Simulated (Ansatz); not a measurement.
Si(CCH)H3 (C2H4Si). The state is a singlet with charge 0. Geometry PBE0-D4/def2-TZVP, basis def2-TZVP, Ansatz.

```tsv
run	HOMO (eV)	LUMO (eV)
A	-9.37	0.96
B	-10.58	1.92
C	-11.03	3.44
D	-11.13	2.19
E	-9.68	1.04
F	-7.11	-1.05
```

LC-ωPBE has ω = 0.4 bohr⁻¹.

The runs used BHLYP, CAM-B3LYP, HF, LC-ωPBE, PBE, ωB97M-V. Estimate which is which.

A BHLYP (50 % exact exchange); B ωB97M-V (range-separated); C HF (100 % exact exchange); D LC-ωPBE (range-separated); E CAM-B3LYP (range-separated); F PBE (0 % exact exchange). Exact exchange lowers occupied and raises empty levels; among semilocal functionals meta-GGAs tend to open the gap a little, and such runs are hard to tell apart. The gap grows from 6.06 eV (PBE) to 14.46 eV (HF).
